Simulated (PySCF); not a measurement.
Compound: C2F3N.
Numbering: `[N:1]#[C:2][C:3]([F:4])([F:5])[F:6]`

All values: wB97X-D/pcSseg-2 (PySCF, non-relativistic), on one gas-phase PBE0-D3(BJ)/def2-TZVP geometry that isn't relaxed in the solvent. The solvent is an IEF-PCM continuum (Bondi radii, 1.10 Å for H, scaled by 1.2). Only the electrostatic response of the medium enters.

Gas phase at wB97X-D/pcSseg-2: HOMO -13.11 eV, LUMO 1.06 eV, dipole 1.39 D.

Question: What does the continuum do to the energy, the frontier levels and the dipole at wB97X-D/pcSseg-2 in chloroform?

Answer: 
| solvent | ε | E(solvent) − E(gas) (kcal/mol) | polarisation term (kcal/mol) | distortion of the solute (kcal/mol) | HOMO (eV) | LUMO (eV) | dipole (D) |
| --- | --- | --- | --- | --- | --- | --- | --- |
| chloroform | 4.711 | -1.70 | -1.89 | 0.19 | -13.04 | 1.16 | 1.67 |

Polarisation term: ½ Σ q·V over the induced surface charges. Distortion: the rise of the solute's own energy as its density leaves the gas-phase optimum.

Question: Which radius a makes the point-dipole formula ΔE = −[(ε − 1)/(2ε + 1)]·μ²/a³ give the value in chloroform, with the gas-phase dipole?

Answer: μ = 0.547 au and |ΔE| = 0.00271 Eh give a = 1.80 Å; the farthest nucleus lies 2.17 Å from the centroid of the nuclei, so such a sphere wouldn't even hold the nuclei. The formula assumes a rigid point dipole at the centre of a sphere.

wB97X-D is run here without its empirical dispersion term; that term would change no orbital, density or response property at a fixed geometry.
